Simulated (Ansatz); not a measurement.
Computed with Ansatz on PBE0-D4/def2-TZVP structures; ΔE is electronic, products minus reactants. CCSD(T)/CBS adds triple-zeta CCSD(T) − MP2 to the extrapolated MP2 energy (def2 sets, frozen cores). This one scheme is used for every species. Functionals use def2-TZVPP. For Mg outer-core shells are correlated without core-valence functions, which leaves a few kJ/mol of doubt a bond.

`[MgH][Cl]` + silanol → `[MgH][O][SiH3]` + HCl  (ligand exchange at a Mg–Cl bond)

```json
{"level": "LDA (SPW92)", "ΔE (eV)": "0.48"}
{"level": "r2SCAN-D4", "ΔE (eV)": "0.50"}
{"level": "CCSD/def2-SVP", "ΔE (eV)": "0.36"}
{"level": "CCSD(T)/def2-SVP", "ΔE (eV)": "0.35"}
{"level": "MP2/def2-TZVPP", "ΔE (eV)": "0.43"}
{"level": "MP2/def2-QZVPP", "ΔE (eV)": "0.42"}
{"level": "SCS-MP2/def2-QZVPP", "ΔE (eV)": "0.41"}
{"level": "MP2/CBS(def2)", "ΔE (eV)": "0.43"}
```

Problem. What does CCSD(T)/CBS give? (Best estimate.)

Solution. Computed: +0.42 eV. The listed levels differ from it by 0.06, 0.08, -0.06, -0.07, 0.01, 0.00, -0.01, 0.01 eV.

Largest T1 diagnostic among the species: 0.011.

Leaving LDA and LC-ωPBE aside and taking each functional with its dispersion term where it has one, the values, not all of them listed here, spread over 0.11 eV, from BLYP-D4 to HSE06-D4. LDA lies −0.04 eV from PBE without D4. From BLYP to BHLYP (50 % exact exchange), in def2-TZVPP and without D4, ΔE moves by +0.06 eV. In def2-TZVPP, CCSD(T) changes the Hartree–Fock value by −0.18 eV (the triples alone add −0.01 eV) and MP2 by −0.17 eV.
